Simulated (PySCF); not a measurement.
# PH2F (SMILES FP) at QCISD(T)/STO-3G

What is the energy change on altering one bond length of PH2F at QCISD(T)/STO-3G? 

Program for the calculation: PySCF 2.14.0.

10 further runs of the same task are left out: 1 that didn't finish, 9 set aside as unsound or not needed.

## (1) Starting point

PH2F: 4 atoms, total charge 0, spin state singlet. As SMILES, `FP`. Geometry: relaxed at GFN2-xTB.

Bond lengths: F1–P2 1.632 Å, P2–H3 1.406 Å, P2–H4 1.406 Å. Angles: F1–P2–H3 93.5°, F1–P2–H4 93.5°, H3–P2–H4 91.6°.

## (2) The energy at QCISD(T)/STO-3G

File calc.py:

```python
from pyscf import gto, scf, cc

mol = gto.M(
    atom=[
    ('F', (1.160540, 0.668850, -0.222660)),
    ('P', (-0.072030, -0.369080, -0.479670)),
    ('H', (-1.053910, 0.574260, -0.129560)),
    ('H', (-0.034600, -0.874030, 0.831900)),
],
    max_memory=1860,
    verbose=4,
    spin=0,
    basis='sto-3g',
    charge=0,
)

myscf = scf.RHF(mol)
myscf.conv_tol = 1e-10
myscf.kernel()
if not myscf.converged:
    myscf = myscf.newton().run(myscf.mo_coeff, myscf.mo_occ)

mycc = cc.QCISD(myscf, frozen=6)
mycc.kernel()
e_t = mycc.qcisd_t()
e_final = mycc.e_tot + e_t
print('E = %.10f Eh' % e_final)
```

Started as:

```sh
$ OMP_NUM_THREADS=1 python calc.py
```

Output:

```text
PySCF version 2.14.0

[INPUT] num. atoms = 4
[INPUT] num. electrons = 26
[INPUT] charge = 0
[INPUT] spin (= nelec alpha-beta = 2S) = 0
[INPUT] symmetry False subgroup None
[INPUT] Mole.unit = angstrom
[INPUT] Symbol           X                Y                Z      unit          X                Y                Z       unit  Magmom
[INPUT]  1 F      1.160540000000   0.668850000000  -0.222660000000 AA    2.193102756603   1.263943318415  -0.420766418896 Bohr   0.0
[INPUT]  2 P     -0.072030000000  -0.369080000000  -0.479670000000 AA   -0.136116972752  -0.697460118054  -0.906444930170 Bohr   0.0
[INPUT]  3 H     -1.053910000000   0.574260000000  -0.129560000000 AA   -1.991601259940   1.085194124293  -0.244832916699 Bohr   0.0
[INPUT]  4 H     -0.034600000000  -0.874030000000   0.831900000000 AA   -0.065384523910  -1.651677324654   1.572063163026 Bohr   0.0

nuclear repulsion = 59.6290175704312
number of shells = 10
number of NR pGTOs = 48
number of NR cGTOs = 16
basis = sto-3g
ecp = {}

******** <class 'pyscf.scf.hf.RHF'> ********
method = RHF
initial guess = minao
damping factor = 0
level_shift factor = 0
DIIS = <class 'pyscf.scf.diis.CDIIS'>
diis_start_cycle = 1
diis_space = 8
diis_damp = 0
SCF conv_tol = 1e-10
SCF conv_tol_grad = None
SCF max_cycles = 50
direct_scf = True
direct_scf_tol = 1e-13
Set gradient conv threshold to 1e-05
Initial guess from minao.
init E= -435.733025199131
  HOMO = -0.257114084765669  LUMO = 0.183885474850978  gap/eV = 12.00021
cycle= 1 E= -436.033822091044  delta_E= -0.301  |g|= 0.287  |ddm|= 2.24
  HOMO = -0.248745868921444  LUMO = 0.41501042723961  gap/eV = 18.06173
cycle= 2 E= -436.083572003134  delta_E= -0.0497  |g|= 0.0556  |ddm|= 0.666
  HOMO = -0.297336667134772  LUMO = 0.418571944285825  gap/eV = 19.48087
cycle= 3 E= -436.085193662676  delta_E= -0.00162  |g|= 0.0172  |ddm|= 0.105
  HOMO = -0.301602832118674  LUMO = 0.416956800108268  gap/eV = 19.55300
cycle= 4 E= -436.085427155164  delta_E= -0.000233  |g|= 0.00213  |ddm|= 0.0552
  HOMO = -0.300652197022936  LUMO = 0.417699945806092  gap/eV = 19.54736
cycle= 5 E= -436.085430679179  delta_E= -3.52e-06  |g|= 0.000281  |ddm|= 0.00688
  HOMO = -0.300665935916572  LUMO = 0.417717348088884  gap/eV = 19.54820
cycle= 6 E= -436.085430741864  delta_E= -6.27e-08  |g|= 6.22e-05  |ddm|= 0.000829
  HOMO = -0.300663936688266  LUMO = 0.417705300296986  gap/eV = 19.54782
cycle= 7 E= -436.085430746514  delta_E= -4.65e-09  |g|= 1.64e-05  |ddm|= 0.000257
  HOMO = -0.300661561050438  LUMO = 0.417710167100224  gap/eV = 19.54789
cycle= 8 E= -436.085430746825  delta_E= -3.11e-10  |g|= 2.89e-06  |ddm|= 7.06e-05
  HOMO = -0.300661370282922  LUMO = 0.417709201813611  gap/eV = 19.54786
cycle= 9 E= -436.085430746832  delta_E= -7.33e-12  |g|= 2.92e-07  |ddm|= 1.17e-05
  HOMO = -0.300661451595902  LUMO = 0.417709365775821  gap/eV = 19.54787
Extra cycle  E= -436.085430746833  delta_E= -2.84e-13  |g|= 1.15e-07  |ddm|= 6.08e-07
converged SCF energy = -436.085430746833

******** <class 'pyscf.cc.qcisd.QCISD'> ********
QCISD nocc = 7, nmo = 10
frozen orbitals 6
max_cycle = 50
direct = 0
conv_tol = 1e-07
conv_tol_normt = 1e-05
diis_space = 6
diis_start_cycle = 0
diis_start_energy_diff = 1e+09
Init t2, MP2 energy = -436.137540179244  E_corr(MP2) -0.0521094324113338
Init E_corr(QCISD) = -0.0521094324113411
cycle = 1  E_corr(QCISD) = -0.0661639821167586  dE = -0.0140545497  norm(t1,t2) = 0.0445434
cycle = 2  E_corr(QCISD) = -0.0716708644368079  dE = -0.00550688232  norm(t1,t2) = 0.0174347
cycle = 3  E_corr(QCISD) = -0.0747043169271219  dE = -0.00303345249  norm(t1,t2) = 0.00754576
cycle = 4  E_corr(QCISD) = -0.0750745812447315  dE = -0.000370264318  norm(t1,t2) = 0.001824
cycle = 5  E_corr(QCISD) = -0.0750358706282051  dE = 3.87106165e-05  norm(t1,t2) = 0.000723799
cycle = 6  E_corr(QCISD) = -0.0750405450021033  dE = -4.6743739e-06  norm(t1,t2) = 0.000143422
cycle = 7  E_corr(QCISD) = -0.0750394656339669  dE = 1.07936814e-06  norm(t1,t2) = 6.34397e-05
cycle = 8  E_corr(QCISD) = -0.0750396789793061  dE = -2.13345339e-07  norm(t1,t2) = 2.27397e-05
cycle = 9  E_corr(QCISD) = -0.0750397259467224  dE = -4.69674163e-08  norm(t1,t2) = 1.01111e-05
cycle = 10  E_corr(QCISD) = -0.0750397238452773  dE = 2.10144514e-09  norm(t1,t2) = 2.51306e-06
QCISD converged
E(QCISD) = -436.1604704706778  E_corr = -0.07503972384527725
QCISD(T) correction = -0.000817770669197481
E = -436.1612882413 Eh
```

Run time: 0.56 s. Hardware: 1 thread of Arm Neoverse V2, shared host; peak memory 0.1 GiB.

## (3) The distorted shape

File input.py:

```python
from pyscf import gto, cc

mol = gto.Mole()
mol.atom = '''
F      1.776815     1.187807    -0.094157
P     -0.072030    -0.369080    -0.479670
H     -1.053910     0.574260    -0.129560
H     -0.034600    -0.874030     0.831900
'''
mol.basis = 'sto-3g'
mol.verbose = 4
mol.max_memory = 1860
mol.build()

calc0 = mol.RHF()
calc0.conv_tol = 1e-10
calc0.kernel()
if not calc0.converged:
    calc0 = calc0.newton().run(calc0.mo_coeff, calc0.mo_occ)

mycc = cc.QCISD(calc0, frozen=6)
mycc.kernel()
e_t = mycc.qcisd_t()
e_final = mycc.e_tot + e_t
print('Final energy', e_final)
```

Started as:

```sh
$ OMP_NUM_THREADS=1 python input.py
```

Output:

```text
PySCF version 2.14.0

[INPUT] num. atoms = 4
[INPUT] num. electrons = 26
[INPUT] charge = 0
[INPUT] spin (= nelec alpha-beta = 2S) = 0
[INPUT] symmetry False subgroup None
[INPUT] Mole.unit = angstrom
[INPUT] Symbol           X                Y                Z      unit          X                Y                Z       unit  Magmom
[INPUT]  1 F      1.776815000000   1.187807000000  -0.094157000000 AA    3.357693724019   2.244629918841  -0.177930942711 Bohr   0.0
[INPUT]  2 P     -0.072030000000  -0.369080000000  -0.479670000000 AA   -0.136116972752  -0.697460118054  -0.906444930170 Bohr   0.0
[INPUT]  3 H     -1.053910000000   0.574260000000  -0.129560000000 AA   -1.991601259940   1.085194124293  -0.244832916699 Bohr   0.0
[INPUT]  4 H     -0.034600000000  -0.874030000000   0.831900000000 AA   -0.065384523910  -1.651677324654   1.572063163026 Bohr   0.0

nuclear repulsion = 44.0301983461982
number of shells = 10
number of NR pGTOs = 48
number of NR cGTOs = 16
basis = sto-3g
ecp = {}

[... 43 lines left out ...]
converged SCF energy = -435.894174680561
[... 11 lines left out ...]
Init t2, MP2 energy = -436.007989228556  E_corr(MP2) -0.113814547995409
[... 19 lines left out ...]
QCISD converged
[... 2 lines left out ...]
Final energy -436.079842699514
```

It took 0.7 s on 1 thread of Arm Neoverse V2, shared host; peak memory 0.12 GiB.

## (4) Summary of results

At QCISD(T)/STO-3G, 6 core orbitals frozen:

```
                                                         quantity          value
                                        first shape: total energy  -436.16129 Eh
                first shape: dipole moment (Hartree–Fock density)         1.02 D
                 first shape: HOMO energy (Hartree–Fock orbitals)       -8.18 eV
                 first shape: LUMO energy (Hartree–Fock orbitals)       11.37 eV
               first shape: HOMO–LUMO gap (Hartree–Fock orbitals)       19.55 eV
         first shape: correlation energy (6 core orbitals frozen)      -75.9 mEh
                                      first shape: (T) correction      -0.82 mEh
                                       first shape: T1 diagnostic          0.010
                                    distorted shape: total energy  -436.07984 Eh
            distorted shape: dipole moment (Hartree–Fock density)         2.04 D
             distorted shape: HOMO energy (Hartree–Fock orbitals)       -6.54 eV
             distorted shape: LUMO energy (Hartree–Fock orbitals)        3.94 eV
           distorted shape: HOMO–LUMO gap (Hartree–Fock orbitals)       10.48 eV
     distorted shape: correlation energy (6 core orbitals frozen)     -185.7 mEh
                                  distorted shape: (T) correction      -0.49 mEh
                                   distorted shape: T1 diagnostic          0.032
energy change with the F1–P2 bond stretched from 1.632 to 2.448 Å       2.216 eV
```

One bond (distorted shape) is far stretched, which a spin-restricted single reference describes badly; perturbation theory on it can break down and give far too much correlation. With the F1–P2 bond stretched from 1.632 to 2.448 Å the energy rises by 2.22 eV (51 kcal/mol). The first shape isn't relaxed at this level, so the change isn't measured from a minimum. A restricted reference can't describe the breaking bond well at this length. The minimal basis adds a large error of its own. Mulliken charges (first shape) of the mean-field density run from -0.28 on F1 to +0.53 on P2; they depend strongly on the basis. The triples (first shape) make up 1.1 % of the correlation energy. The T1 diagnostic (distorted shape) of 0.032 is above the customary mark for such species, so a single reference may not serve. Mulliken charges (distorted shape) of the mean-field density run from -0.19 on F1 to +0.40 on P2; they depend strongly on the basis.
